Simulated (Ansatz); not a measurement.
# bcc W

Computed with r²SCAN-D4 (Ansatz, a first-principles code, plane waves, PAW).

Numerical settings: plane-wave cutoff 560 eV, 24×24×24 k mesh, Fermi–Dirac smearing 0.05 eV, no spin polarisation, scalar-relativistic PAW data made under PBE.

Cell (relaxed at this level):

```
CELL_PARAMETERS angstrom
     -1.58143     1.58143     1.58143
      1.58143    -1.58143     1.58143
      1.58143     1.58143    -1.58143
ATOMIC_POSITIONS crystal
  W  0.00000 0.00000 0.00000
```

```
Quantity                                     Result
------------------------------------------  -------
bulk modulus B0                             324 GPa
band gap                                       none
pressure derivative B′ of the bulk modulus      4.0
```

Measured, for comparison: bulk modulus 312 GPa (zero-point energy and finite temperature contributions removed, our sources range from 300 to 328; as tabulated in doi:10.1021/acs.jctc.3c00612). Computed (rounded) less measured: bulk modulus +4 % (inside the range of the sources held).

Spin–orbit coupling is not included.

The computed numbers hold no vibrational or temperature effects.

Cost on a shared machine: very roughly 100 core-seconds.
